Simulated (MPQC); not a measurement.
# SiNH3 (SMILES N[SiH]) at 5 levels

We compute a comparison of 5 runs (HF/STO-3G, HF/3-21G, HF/def2-SVP, PBE0/6-31G**, PBE0/def2-SVP) of SiNH3. 

The calculation is run with MPQC 2.3.1.

### Step 1. The system as given

The species is SiNH3 (5 atoms), meant as a singlet with charge 0. SMILES: `N[SiH]`. Geometry: relaxed at GFN2-xTB. This is one conformer, not always the lowest.

Bond lengths: N1–Si2 1.713 Å, N1–H3 1.011 Å, N1–H4 1.006 Å, Si2–H5 1.494 Å. Angles: N1–Si2–H5 96.3°, Si2–N1–H3 126.2°, Si2–N1–H4 122.7°, H3–N1–H4 111.2°.

### Step 2. Energy and gradient at HF/STO-3G (run 1)

The input, job.in:

```
% H3NSi
molecule<Molecule>: (
  symmetry = c1
  unit = angstrom
  { atoms geometry } = {
    N  [ -0.298680 -0.469270 0.122940 ]
    Si [ 0.005450 1.195020 0.389730 ]
    H  [ 0.189070 -1.067540 -0.529200 ]
    H  [ -1.009510 -0.977570 0.620720 ]
    H  [ 1.113660 1.319360 -0.604190 ]
  }
)
basis<GaussianBasisSet>: (
  name = "STO-3G"
  molecule = $:molecule
  basisdir = "."
  puream = yes
)
mpqc: (
  checkpoint = no
  savestate = no
  restart = no
  do_energy = yes
  do_gradient = yes
  optimize = no
  mole<CLHF>: (
    molecule = $:molecule
    basis = $:basis
    total_charge = 0
    memory = 1000000000
    print_evals = yes
    print_npa = yes
    maxiter = 120
    value_accuracy = 1e-08
    guess_wavefunction<CLHF>: (
      molecule = $:molecule
      total_charge = 0
      memory = 1000000000
      value_accuracy = 1e-3
      basis<GaussianBasisSet>: (
        name = "MINI (Huzinaga)"
        molecule = $:molecule
      )
    )
  )
)
```

The basis set STO-3G is read from a file made from the Basis Set Exchange's data (not shown).

Launch:

```console
$ mpqc -o job.out job.in
```

Output:

```text
MPQC: Massively Parallel Quantum Chemistry
[...]
  LUMO is    13   A =   0.270428
  total scf energy = -341.0433181060
[...]
Value of the MolecularEnergy: -341.0433181060
  Gradient of the MolecularEnergy:
      1   -0.0157138994
      2   -0.0351573140
      3    0.0030102907
      4   -0.0032774946
      5    0.0111484420
      6    0.0067561359
      7   -0.0017754477
      8    0.0077454570
      9    0.0042232775
     10    0.0083435333
     11    0.0077952844
     12   -0.0052030189
[...]
      symmetry = c1
[...]
```

Run time: 0.18 s. Hardware: 1 thread of Arm Neoverse V1, shared host.

### Step 3. Energy and gradient at HF/3-21G (run 2)

The input, input.in:

```
% emacs should use -*- KeyVal -*- mode
molecule<Molecule>: (
   symmetry = c1
   unit = angstrom
   { atoms geometry } = {
      N  [ -0.298680 -0.469270 0.122940 ]
      Si [ 0.005450 1.195020 0.389730 ]
      H  [ 0.189070 -1.067540 -0.529200 ]
      H  [ -1.009510 -0.977570 0.620720 ]
      H  [ 1.113660 1.319360 -0.604190 ]
   }
)
basis<GaussianBasisSet>: (
   name = "3-21G"
   molecule = $:molecule
   basisdir = "."
   puream = yes
)
mpqc: (
   checkpoint = no
   savestate = no
   restart = no
   do_energy = yes
   do_gradient = yes
   optimize = no
   mole<CLHF>: (
      molecule = $:molecule
      basis = $:basis
      total_charge = 0
      memory = 1000000000
      print_evals = yes
      print_npa = yes
      maxiter = 120
      value_accuracy = 1e-08
      guess_wavefunction<CLHF>: (
         molecule = $:molecule
         total_charge = 0
         memory = 1000000000
         value_accuracy = 1e-3
         basis<GaussianBasisSet>: (
            name = "STO-3G"
            molecule = $:molecule
         )
      )
   )
)
```

The basis set 3-21G is read from a file made from the Basis Set Exchange's data (not shown).

Launch:

```console
$ mpqc input.in > input.out
```

Output:

```text
MPQC: Massively Parallel Quantum Chemistry
[...]
  LUMO is    13   A =   0.070602
  total scf energy = -343.2807798127
[...]
Value of the MolecularEnergy: -343.2807798127
  Gradient of the MolecularEnergy:
      1   -0.0003790629
      2    0.0184435141
      3    0.0062518701
      4    0.0092013749
      5   -0.0099295558
      6   -0.0118504680
      7    0.0027350590
      8   -0.0050314151
      9   -0.0041469330
     10   -0.0016111709
     11   -0.0033435018
     12    0.0004878970
[...]
      symmetry = c1
[...]
```

Wall time 0.39 s (1 thread of Arm Neoverse V1, shared host).

Runs 3 to 4 aren't shown in full; the table further down has their settings and results.

### Step 4. Energy and gradient at PBE0/def2-SVP (run 5)

The input, mol.in:

```
% emacs should use -*- KeyVal -*- mode
molecule<Molecule>: (
    symmetry = c1
    unit = angstrom
    { atoms geometry } = {
        N  [ -0.298680 -0.469270 0.122940 ]
        Si [ 0.005450 1.195020 0.389730 ]
        H  [ 0.189070 -1.067540 -0.529200 ]
        H  [ -1.009510 -0.977570 0.620720 ]
        H  [ 1.113660 1.319360 -0.604190 ]
    }
)
basis<GaussianBasisSet>: (
    name = "def2-SVP"
    molecule = $:molecule
    basisdir = "."
    puream = yes
)
mpqc: (
    checkpoint = no
    savestate = no
    restart = no
    do_energy = yes
    do_gradient = yes
    optimize = no
    mole<CLKS>: (
        molecule = $:molecule
        basis = $:basis
        total_charge = 0
        memory = 1000000000
        print_evals = yes
        print_npa = yes
        maxiter = 120
        value_accuracy = 1e-08
        functional<SumDenFunctional>: (
            a0 = 0.25
            coefs = [ 0.75 1 ]
            funcs: [ <PBEXFunctional>: () <PBECFunctional>: () ]
        )
        integrator<RadialAngularIntegrator>: ( grid = xfine )
        guess_wavefunction<CLHF>: (
            molecule = $:molecule
            total_charge = 0
            memory = 1000000000
            value_accuracy = 1e-3
            basis<GaussianBasisSet>: (
                name = "STO-3G"
                molecule = $:molecule
            )
        )
    )
)
```

The basis set def2-SVP is read from a file made from the Basis Set Exchange's data (not shown).

Launch:

```console
$ mpqc mol.in > mol.out
```

Output:

```text
MPQC: Massively Parallel Quantum Chemistry
[...]
  Integrated electron density error = -0.000369508286
  iter     1 energy = -345.4544399066 delta = 1.83303e-01
  Integrated electron density error = -0.000025827083
  iter     2 energy = -345.6658282638 delta = 5.13217e-02
[...]
  Integrated electron density error = -0.000000016427
  iter    10 energy = -345.7015195497 delta = 1.26817e-06
  Integrated electron density error = -0.000000016424
  iter    11 energy = -345.7015195497 delta = 1.72426e-07
  Integrated electron density error = -0.000000016424
  iter    12 energy = -345.7015195497 delta = 2.32459e-08
[...]
  LUMO is    13   A =  -0.048589
  total scf energy = -345.7015195497
[...]
  Integrated electron density error = -0.000000017844
  Total Gradient:
[...]
Value of the MolecularEnergy: -345.7015195497
  Gradient of the MolecularEnergy:
      1   -0.0062548504
      2   -0.0034193239
      3    0.0046319958
      4    0.0122177346
      5   -0.0040597427
      6   -0.0127453030
      7   -0.0023469159
      8    0.0029363254
      9    0.0031856317
     10    0.0064620132
     11    0.0029110499
     12   -0.0050393669
[...]
        symmetry = c1
[...]
```

Wall time 17 s (1 thread of Arm Neoverse V1, shared host); peak memory 0.091 GiB.

### Step 5. Overview of the runs

```csv
run,level,starting guess,integration grid,energy (Eh),HOMO energy (eV),LUMO energy (eV),HOMO–LUMO gap (eV),wall time
1,HF/STO-3G,MINI (Huzinaga),–,-341.043318,-5.96,7.36,13.32,0.18 s
2,HF/3-21G,STO-3G,–,-343.280780,-8.55,1.92,10.47,0.39 s
3,HF/def2-SVP,STO-3G,–,-344.973882,-8.64,1.96,10.60,2 s
4,PBE0/6-31G** (spherical functions),3-21G,xfine,-345.820023,-6.13,-1.33,4.80,17 s
5,PBE0/def2-SVP,STO-3G,xfine,-345.701520,-6.15,-1.32,4.83,17 s
```

### Step 6. Outcome

| quantity | value |
| --- | --- |
| run 5: total energy | -345.70152 Eh |
| run 5: HOMO energy | -6.15 eV |
| run 5: LUMO energy | -1.32 eV |
| run 5: HOMO–LUMO gap | 4.83 eV |
| run 5: largest force on an atom | 0.932 eV/Å |

**Reading.** The HOMO–LUMO gap runs from 4.80 eV (PBE0/6-31G**) to 13.32 eV (HF/STO-3G). The two ends differ in method and basis. In run 1 the basis is minimal, so the values are rough. All runs together took 36 s, the longest 17 s.
